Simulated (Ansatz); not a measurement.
## Relative stability

The two ends of one reaction step of C2H5O, doublet (PBE0-D4/def2-TZVP).

A:

O1  (-0.182, -0.772, 0.080)
C2  (-1.262, -0.022, 0.362)
C3  (0.991, -0.040, -0.188)
H4  (-2.167, -0.592, 0.519)
H5  (-1.289, 1.004, 0.008)
H6  (1.299, 0.537, 0.691)
H7  (0.840, 0.644, -1.031)
H8  (1.770, -0.758, -0.441)
(Å)

B:

| atom | x (Å) | y (Å) | z (Å) |
| --- | --- | --- | --- |
| O1 | -1.7230 | -1.3985 | -0.3698 |
| C2 | -1.5480 | -0.2867 | 0.0368 |
| C3 | 1.5304 | 0.2920 | -0.0331 |
| H4 | -1.3935 | -0.0705 | 1.1126 |
| H5 | -1.5410 | 0.5927 | -0.6374 |
| H6 | 1.6968 | 0.2832 | 1.0344 |
| H7 | 1.5488 | 1.2277 | -0.5732 |
| H8 | 1.4296 | -0.6400 | -0.5702 |

Ansatz 0.2.0; basis: def2-TZVPP; cores frozen in the correlated methods; orbitals are unrestricted. B3LYP uses VWN-RPA correlation.

Problem. Which structure is lower at CCSD(T), and by how much? (An estimate is asked for; the value comes from the calculation.)

Solution. The calculation gives: A, by 46.5 kJ/mol (electronic energy, against the other). By their contacts, A is C₂H₅O ([CH2][O][CH3]) and B is a complex of CH₂O ([CH2][O]) + CH₃.

All methods give the same order:

```json
{"method": "SPW92", "E(B) − E(A) (kJ/mol)": "113.1"}
{"method": "PBE-D4", "E(B) − E(A) (kJ/mol)": "62.0"}
{"method": "BLYP-D4", "E(B) − E(A) (kJ/mol)": "42.6"}
{"method": "r2SCAN-D4", "E(B) − E(A) (kJ/mol)": "57.0"}
{"method": "B97M-V", "E(B) − E(A) (kJ/mol)": "50.4"}
{"method": "PBE0-D4", "E(B) − E(A) (kJ/mol)": "68.1"}
{"method": "B3LYP-D4", "E(B) − E(A) (kJ/mol)": "50.9"}
{"method": "r2SCAN0-D4", "E(B) − E(A) (kJ/mol)": "64.1"}
{"method": "BHLYP-D4", "E(B) − E(A) (kJ/mol)": "56.4"}
{"method": "CAM-B3LYP-D4", "E(B) − E(A) (kJ/mol)": "62.2"}
{"method": "wB97X-V", "E(B) − E(A) (kJ/mol)": "64.9"}
{"method": "wB97M-V", "E(B) − E(A) (kJ/mol)": "57.7"}
{"method": "B2PLYP", "E(B) − E(A) (kJ/mol)": "47.5"}
{"method": "PBE-QIDH", "E(B) − E(A) (kJ/mol)": "65.2"}
{"method": "RPA on PBE", "E(B) − E(A) (kJ/mol)": "44.6"}
{"method": "HF", "E(B) − E(A) (kJ/mol)": "26.0"}
{"method": "MP2", "E(B) − E(A) (kJ/mol)": "47.6"}
{"method": "CCSD", "E(B) − E(A) (kJ/mol)": "46.0"}
{"method": "CCSD(T)", "E(B) − E(A) (kJ/mol)": "46.5"}
```

The T1 diagnostic stays at or below 0.017. ⟨S²⟩ of the unrestricted Hartree–Fock references: 0.76 to 0.77 (a pure state has 0.75).

Labels in which every atom is bracketed show which atoms are joined, not bond orders.

For scale, one of the runs: CCSD(T)/def2-TZVPP, 163 basis functions, launched by `ansatz run in.yaml --threads 2 --pin off --events-out ev --progress --plain --max-ram 4352MiB`. The run took 33 s on 2 CPU threads of an Intel Xeon 6975P-C (shared host), with 3.5 GiB of host memory at its peak.
